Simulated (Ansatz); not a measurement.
# AlNH (doublet): the correlation ladder at distance Al1–N2 = 3.887 Å, 6-31G

One table from this session's results is given with a row withheld; the runs are named, their logs left out.

Computed with Ansatz 0.2.0, Gaussian basis. Level: 6-31G, core rule «outside noble gas», up to 6 orbitals frozen.

Plan: UHF; CCSD(T) on ROHF; CCSD(T) on UHF; BCCD(T) on ROHF; CISD; CCSDT(Q) on ROHF; CCSDT(Q) on UHF; CISDTQ; CASSCF and MRCISD+Q, 3 electrons in 3 orbitals; CASSCF and NEVPT2, 3 electrons in 3 orbitals; CASSCF and MRCISD+Q, 9 electrons in 9 orbitals; CASSCF and NEVPT2, 9 electrons in 9 orbitals; Full CI.

23 further runs of the same task are left out: 2 for a known fault of the program, 17 that didn't finish, 4 set aside as unsound or not needed.

### What is computed

The geometry derives from a PBE0/def2-TZVP stationary point (not a proven minimum). One bond is set to the value named and the two fragments are kept rigid.

3 atoms, charge 0, spin multiplicity 2.

Atoms are counted from 1 here; the program's logs count them from 0.

Bond lengths: Al1–H3 1.580 Å.

As a file:

```xyz
3
AlHN
Al    0.0000    0.0000    0.7690
N     0.0000    0.0000   -3.1180
H     0.0000    0.0000    2.3491
```

The first run:

Contents of in.yaml:

```yaml
crystal:
  periodic: [false, false, false]
  atoms:
    - {symbol: Al, position_ang: [0.000000, 0.000000, 0.768968]}
    - {symbol: N, position_ang: [0.000000, 0.000000, -3.118032]}
    - {symbol: H, position_ang: [0.000000, 0.000000, 2.349063]}
basis:
  gaussian: {orbitals: 6-31G}
magnetization: {spin_polarized: true, initial_magnetization: 1}
hamiltonian: {xc: hf}
output: {orbitals: {seedname: orbitals}}
```

Started as:

```
$ ansatz run in.yaml --threads 1 --pin off --events-out ev --progress --plain --max-ram 2393MiB
```

Among the steps run: UHF; CCSD(T) on ROHF; CCSD(T) on UHF; BCCD(T) on ROHF; CISD; CCSDT(Q) on ROHF; CCSDT(Q) on UHF; CISDTQ; CASSCF and MRCISD+Q, 3 electrons in 3 orbitals; CASSCF and NEVPT2, 3 electrons in 3 orbitals; CASSCF and MRCISD+Q, 9 electrons in 9 orbitals; CASSCF and NEVPT2, 9 electrons in 9 orbitals; Full CI.

One of the session's tables, all rows but one given; the rest of the session is left out.

| method | from FCI (meV) |
| --- | --- |
| ROHF | +4460.2 |
| RMP2 | +2493.9 |
| CISD | +1730.4 |
| RCCSD | +1476.3 |
| RCCSD(T) | +1375.3 |
| BCCD(T) | +1374.0 |
| RCCSDT | ? |
| CISDTQ | +61.1 |
| RCCSDT(Q) | +1293.1 |
| CASSCF valence | +1217.1 |
| NEVPT2 valence | +413.1 |
| MRCISD valence | +28.9 |
| MRCISD+Q valence | +1.4 |
| FCI | 0 |

Estimate the missing values for RCCSDT.

As computed: from FCI (meV): +1304.8. In the column «from FCI (meV)» it lies between RCCSDT(Q) (+1293.1) and BCCD(T) (+1374.0).

Among the levels timed on like hardware and quicker than the yardstick, those that no quicker one beats, quickest first: CISD (1.1 s, +1730.4 meV); RCCSD(T) (3.4 s, +1375.3 meV); BCCD(T) (3.5 s, +1374.0 meV); NEVPT2 valence (4.1 s, +413.1 meV); MRCISD+Q valence (5.5 s, +1.4 meV).

Left out of the table: CASSCF pair, NEVPT2 pair, MRCISD pair, MRCISD+Q pair (the active space lost an orbital or holds another state than full CI finds).

Caveats from the session: The report flags that the cluster equations may have other roots. The yardstick is full CI for this spin, exact in this basis with these frozen cores. Left out of the table: UHF, UMP2, UCCSD, UCCSD(T), UCCSDT, UCCSDT(Q) (another determinant or state than the rows shown). The program flags RCCSD(T), BCCD(T), RCCSDT(Q) as in doubt, so those rows may rest on another solution; read them beside their warnings. With 4.9 effectively unpaired electrons against 1 the state is strongly multireference. Of the multireference levels listed MRCISD+Q valence comes nearest in total energy (+1.4 meV), which doesn't show that its space is the better one. Warnings in the runs' records: lower state, large difference, other roots.
